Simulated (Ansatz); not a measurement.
# BH₄O (doublet): wave-function methods side by side at distance O1–H3 along a hydrogen transfer = 0.960 Å, cc-pVDZ

Aim: climb from Hartree-Fock through coupled cluster and multireference methods for BH₄O (doublet) at one geometry and basis, and see what each rung misses.

Method: cc-pVDZ, core rule «outside noble gas», up to 2 orbitals frozen; program: Ansatz 0.2.0, Gaussian basis.

The runs, in order: UHF; CCSD(T) on ROHF; CCSD(T) on UHF; BCCD(T) on ROHF; CISD; CCSDT(Q) on ROHF; CCSDT(Q) on UHF; CASSCF and MRCISD+Q, 3 electrons in 3 orbitals; CASSCF and NEVPT2, 3 electrons in 3 orbitals.

6 further runs of the same task are left out: 1 for a mislabelled method, 4 that didn't finish, 1 set aside as unsound or not needed.

### 1 The geometry

The geometry derives from fragments relaxed apart (PBE0/def2-TZVP) and kept rigid, so it is no stationary point. A hydrogen atom is moved between rigid fragments.

6 atoms, charge 0, spin multiplicity 2.

Atoms are counted from 1 here; the program's logs count them from 0.

Bond lengths: O1–H2 0.960 Å, O1–H3 0.960 Å, B4–H5 1.191 Å, B4–H6 1.191 Å. Angles: H2–O1–H3 105.1°, H5–B4–H6 129.4°.

### 2 UHF

Contents of in.yaml:

```yaml
crystal:
  periodic: [false, false, false]
  atoms:
    - {symbol: O, position_ang: [-1.199760, -0.030281, 0.000000]}
    - {symbol: H, position_ang: [-1.449069, 0.896295, 0.000000]}
    - {symbol: H, position_ang: [-0.240231, -0.030281, 0.000000]}
    - {symbol: B, position_ang: [1.549240, -0.030281, 0.000000]}
    - {symbol: H, position_ang: [2.058314, -0.030281, 1.077008]}
    - {symbol: H, position_ang: [2.058313, -0.030281, -1.077009]}
basis:
  gaussian: {orbitals: cc-pVDZ}
magnetization: {spin_polarized: true, initial_magnetization: 1}
hamiltonian: {xc: hf}
output: {orbitals: {seedname: orbitals}}
```

The run is started by

```
> ansatz run in.yaml --threads 1 --pin off --events-out ev --progress --plain --max-ram 2393MiB
```

After this run come: CCSD(T) on ROHF; CCSD(T) on UHF; BCCD(T) on ROHF; CISD; CCSDT(Q) on ROHF; CCSDT(Q) on UHF; CASSCF and MRCISD+Q, 3 electrons in 3 orbitals; CASSCF and NEVPT2, 3 electrons in 3 orbitals.

Q: Predict the results of all the runs planned. Wanted: UCCSDT(Q) below the RHF energy; RMP2 from UCCSDT(Q); UMP2 from UCCSDT(Q); RCCSD from UCCSDT(Q); RCCSD(T) from UCCSDT(Q); UCCSD(T) from UCCSDT(Q); RCCSDT(Q) from UCCSDT(Q); NEVPT2 pair from UCCSDT(Q); MRCISD+Q pair from UCCSDT(Q).

The runs gave:

| quantity | value |
| --- | --- |
| UCCSDT(Q) below the RHF energy | -8.4964 eV |
| RMP2 from UCCSDT(Q) | +92.1 kJ/mol |
| UMP2 from UCCSDT(Q) | +92.0 kJ/mol |
| RCCSD from UCCSDT(Q) | +16.3 kJ/mol |
| RCCSD(T) from UCCSDT(Q) | +3.0 kJ/mol |
| UCCSD(T) from UCCSDT(Q) | +3.0 kJ/mol |
| RCCSDT(Q) from UCCSDT(Q) | +0.1 kJ/mol |
| NEVPT2 pair from UCCSDT(Q) | +92.6 kJ/mol |
| MRCISD+Q pair from UCCSDT(Q) | +7.6 kJ/mol |
| levels within 1 kcal/mol (43 meV) | RCCSD(T), UCCSD(T), BCCD(T), RCCSDT, UCCSDT, RCCSDT(Q) |
| T1 diagnostic | 0.014 |

RCCSD(T) misses by +3.0 kJ/mol, 0.4 % of the correlation energy. Of the multireference levels listed MRCISD+Q pair comes nearest in total energy (+7.6 kJ/mol), which doesn't show that its space is the better one. These misses are within one basis, not against nature; the frozen cores of restricted and unrestricted runs differ, which can shift their rows.
